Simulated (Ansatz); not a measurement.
Start from `FC(F)Cl` and change one atom or group to get `OC(F)Cl`.

Ansatz, PBE0-D4/def2-TZVP geometries, multiplicity 1. Each molecule was computed in one conformer, which needn't be the lowest.

| property | `FC(F)Cl` |
| --- | --- |
| HOMO energy (PBE/def2-TZVPP) / eV | -8.09 |
| HOMO–LUMO gap (PBE0/def2-TZVPP) / eV | 10.06 |
| LUMO energy (ωB97M-V/def2-TZVPP) / eV | 2.61 |
| HOMO energy (B3LYP/def2-TZVPP) / eV | -9.33 |
| size of the dipole moment (ωB97M-V/def2-TZVPP) / D | 1.41 |
| LUMO energy (PBE0/def2-TZVPP) / eV | 0.46 |

**Question.** What does the change do to each property? (An estimate is asked.)

**Answer.** Ansatz gave: 
| property | `OC(F)Cl` | shift |
| --- | --- | --- |
| HOMO energy (PBE/def2-TZVPP) / eV | -7.50 | 0.59 |
| HOMO–LUMO gap (PBE0/def2-TZVPP) / eV | 9.54 | -0.52 |
| LUMO energy (ωB97M-V/def2-TZVPP) / eV | 2.37 | -0.24 |
| HOMO energy (B3LYP/def2-TZVPP) / eV | -8.80 | 0.53 |
| size of the dipole moment (ωB97M-V/def2-TZVPP) / D | 0.82 | -0.59 |
| LUMO energy (PBE0/def2-TZVPP) / eV | 0.46 | 0.00 |

The zero-point energy changes by 32.3 kJ/mol with +3 modes. Dipoles are sizes alone; their direction can turn.

B3LYP here is the variant with VWN-RPA as its local correlation; programs differ in this.
